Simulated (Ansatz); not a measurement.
## Ta: Seebeck coefficient and carrier response

Level of theory: Ansatz 0.2.0, DFT PBEsol, scalar-relativistic, plane waves, PAW. Cutoff 420 eV, 20×20×20 k-points (Γ-centred), Fermi-Dirac smearing of 0.15 eV. No spin polarisation.

Relaxed structure:
```yaml
crystal:
  lattice:
    - [0.00000, 2.08928, 2.08928]
    - [2.08928, 0.00000, 2.08928]
    - [2.08928, 2.08928, 0.00000]
  atoms:
    - { symbol: Ta, position: [0.00000, 0.00000, 0.00000] }
```

In a metal these results depend on the k mesh and the smearing. Spin–orbit coupling is left out, which matters for heavy elements.

Constant relaxation time and rigid bands. The levels are interpolated over the whole zone and filled by a Fermi function at the stated temperature, with the chemical potential set by the electron count. Seebeck coefficients of a few μV/K are small differences and uncertain even in sign.

**Question.** Give the Drude plasma energies, the density of states at the chemical potential and σ/τ at 300 K.

**Answer.**
```
Plasma energy xx, yy, zz                : 7.97, 7.97, 7.97 eV
Density of states (thermally broadened) : 1.17 states/eV/cell
Conductivity over τ, xx, yy, zz         : 13.0, 13.0, 13.0 ×10²⁰ (Ω·m·s)⁻¹
```

**Question.** And the Seebeck coefficient (μV/K)?

**Answer.**
```tsv
T (K)	Sxx	Syy	Szz
300	3.4	3.4	3.4
600	6.6	6.6	6.6
900	9.1	9.1	9.1
```

This fcc form isn't the element's structure at ambient conditions.

Cost: 1 run of about 2 core-minutes, on Arm Neoverse V1 (shared hosts).